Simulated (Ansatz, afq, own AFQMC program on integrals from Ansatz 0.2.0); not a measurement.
Integrals from Ansatz 0.2.0, then the random walk in our own AFQMC program (afq).

```yaml
crystal:
  periodic: [false, false, false]
  atoms:
    - {symbol: C, position_ang: [-1.891669, 0.000000, 0.000000]}
    - {symbol: H, position_ang: [-2.254874, 1.027301, 0.000000]}
    - {symbol: H, position_ang: [-2.254875, -0.513650, 0.889668]}
    - {symbol: H, position_ang: [-2.254874, -0.513650, -0.889669]}
    - {symbol: H, position_ang: [-0.544669, 0.000000, 0.000000]}
    - {symbol: S, position_ang: [0.938331, 0.000000, 0.000000]}
basis:
  gaussian: {orbitals: cc-pVTZ}
magnetization: {spin_polarized: true, initial_magnetization: 2}
correlation: {method: ccsd_t, electrons: outside_noble_gas, hamiltonian_folder: ham}
```

```sh
$ ansatz run in.yaml --threads 1 --pin off --events-out ev --progress --plain --max-ram 16896MiB --backend cuda --devices 0, --max-vram 18GiB
```

afq runs on the folder ham with

```
--method phaseless --trial hf --walkers 600 --populations 10 --least-time 40 --time-step 0.005 --steps-per-block 20 --equilibration-blocks 112 --max-blocks 4000 --target-error 0.0011 --factor-cut 1e-05 --start spin_pure --seed 5539 --taylor-order 6
```

Times are imaginary, in 1/Eh. The walk had a cap of 94 s. With eight or more populations the least sampling time is a fifth of least-time, and the error comes from their spread.

```
orbitals 114  electrons 8 6  factors 659 of 665
reference energy -437.66039462 Eh
CCSD correlation -0.37325986 Eh in 12 cycles, weight of the determinant in the CISD state 0.8563
energy of the start -437.661550 Eh
 block  time / (1/Eh)  mean weight  energy / Eh
     1     0.100  1.0021  -437.759060
     2     0.200  1.0027  -437.822892
     3     0.300  1.0018  -437.870889
     4     0.400  1.0028  -437.905313
     5     0.500  1.0022  -437.933900
    10     1.000  1.0001  -437.992333
    69     6.900  0.9991  -438.062312
    86     8.600  1.0009  -438.050755
   171    17.100  0.9995  -438.054188
   256    25.600  0.9997  -438.059296
   341    34.100  1.0004  -438.042637
   426    42.600  1.0000  -438.044504
   477    47.700  0.9997  -438.023932
   511    51.100  1.0011  -438.046441
   596    59.600  0.9996  -438.051290
   681    68.100  0.9983  -438.027584
error from the spread of 10 populations
energy -438.044883 +/- 0.001049 Eh
(rows thinned)
```

(1) Estimate how long the walk took on 1 × NVIDIA H100 80GB HBM3 with 2 threads of AMD EPYC 7R13 Processor (Zen 3), with other jobs on the host (the card was shared).

The run passed its tests (sampling time, drift between the halves within three errors, error under three times the target), which doesn't prove that it has relaxed.

Against this walk (error 28.5 meV) on the same determinant: CCSD(T) 71.7 meV lower, a separate phaseless walk with a CISD trial and standard settings 101.5 ± 29.1 meV lower. The error is statistical and leaves out the bias of the constraint. None of these is a sure reference here.

Cautions: constraint bias not in the error; lower spins were not checked.

## Answers

(1) 90 s of wall time.

A walk keeps the symmetry of its determinant, which the program's search chose and which needn't be the lowest solution, so a lower state of the same spin and another symmetry isn't excluded.
